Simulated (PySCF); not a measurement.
Simulated Si 2p region for `[H][Al]([H])[SiH3]` (AlH2(SiH3)), binding energy against the vacuum level.

Every computed line was given a Gaussian of 0.6 eV full width at half maximum and an area set by the number of equivalent atoms (split 2:1 within a doublet); the highest printed point is 100. Theory: delta-SCF UKS SCAN, pcX-2 on the ionised atom, pcseg-1 elsewhere, spin-free X2C in PySCF 2.14.0.

binding energy (eV), intensity and a bar:
```
    105.4          0 
    105.5          1 
    105.6          3 #
    105.7          7 ##
    105.8         16 #####
    105.9         31 #########
    106.0         52 ################
    106.1         75 #######################
    106.2         93 ############################
    106.3        100 ##############################
    106.4         94 ############################
    106.5         81 ########################
    106.6         69 #####################
    106.7         61 ##################
    106.8         57 #################
    106.9         54 ################
    107.0         47 ##############
    107.1         37 ###########
    107.2         25 ########
    107.3         15 ####
    107.4          7 ##
    107.5          3 #
    107.6          1 
    107.7          0 
    107.8          0
```

Problem. Count the maxima, the lines and the sites behind this envelope.

Solution. The curve has 1 maximum (at 106.3 eV). Under it lie 2 lines from 1 inequivalent silicon site, drawn as a 2p3/2, 2p1/2 pair. At this width some lines have no maximum of their own.

Problem. Decompose the envelope and assign each component. Bonds: Al1–Si4. Hydrogens: H2, H3 on Al1; H5, H6, H7 on Si4.

Solution. 
```
position (eV)  relative area      line  atoms                   environment
       106.28           0.67  Si 2p3/2    Si4  silicon bonded to Al and 3 H
       106.91           0.33  Si 2p1/2    Si4  silicon bonded to Al and 3 H
```

No satellites, vibrations or lifetime broadening are included. Spin–orbit and ligand-field terms were added within each 2p shell after the spin-free SCF. 2p1/2 minus 2p3/2 (ligand field included): Si 0.62 eV. Isolated species at its PBE0-D3(BJ)/def2-SVP geometry, gas phase.
